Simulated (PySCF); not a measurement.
Ethynylsilane, C2H4Si.
SMILES with atom numbers: `[CH:1]#[C:2][SiH3:3]` (hydrogens: H4 on C1; H5, H6, H7 on Si3)

Geometry (PBE0-D3(BJ)/def2-SVP, Å), atoms numbered from 1 in this order:
```
atom  x, y, z in Å
C1     1.9641   -0.1022   -0.0837
C2     0.7559   -0.0381    0.0440
Si3   -1.0657    0.0576    0.2319
H4     3.0326   -0.1586   -0.1951
H5    -1.6692    0.5761   -1.0297
H6    -1.6082   -1.3014    0.5207
H7    -1.4028    0.9764    1.3575
```

Theory: TDDFT wB97X-D/def2-SVPD, vertical, gas phase, core orbitals frozen in the response in PySCF.

Transition dipole moments from the ground state, in atomic units and in the frame of the coordinates above (overall signs are arbitrary), for the states with f of 0.002 or more among the lowest 8:

```json
{"state": "S4", "E (hartree)": "0.2937", "μx": "0.017", "μy": "-0.092", "μz": "0.227"}
{"state": "S5", "E (hartree)": "0.2938", "μx": "0.020", "μy": "0.227", "μz": "0.091"}
{"state": "S8", "E (hartree)": "0.3183", "μx": "1.956", "μy": "-0.103", "μz": "-0.203"}
```

(1) What oscillator strength does each state have?

(2) The point group is C3v. Which irreducible representation does each state belong to?

(3) What peak molar absorption coefficient would the strongest computed level give as a lone Gaussian band 0.4 eV wide at half height?

Results:

(1) f = (2/3) ΔE |μ|² with ΔE in hartree (27.2114 eV).

| state | \|μ\|² (au) | \|μ\| (D) | f |
| --- | --- | --- | --- |
| S4 | 0.060 | 0.62 | 0.012 |
| S5 | 0.060 | 0.62 | 0.012 |
| S8 | 3.879 | 5.01 | 0.823 |

(2) The ground state is totally symmetric, so the direction of μ fixes the label. Polarised along the main axis, so A1: S8. Polarised across the main axis, so E: S4 and S5.

(3) ε(max) = 2.175×10⁸ f / FWHM, with the width in cm⁻¹. S8: 2.175×10⁸ × 0.8231 / 3226 ≈ 55000 L mol⁻¹ cm⁻¹.

S4/S5 coincide within about 0.01 eV; within a degenerate level the directions of the single components are arbitrary.

All these states lie below the vertical ionisation energy of 10.69 eV (ΔSCF).
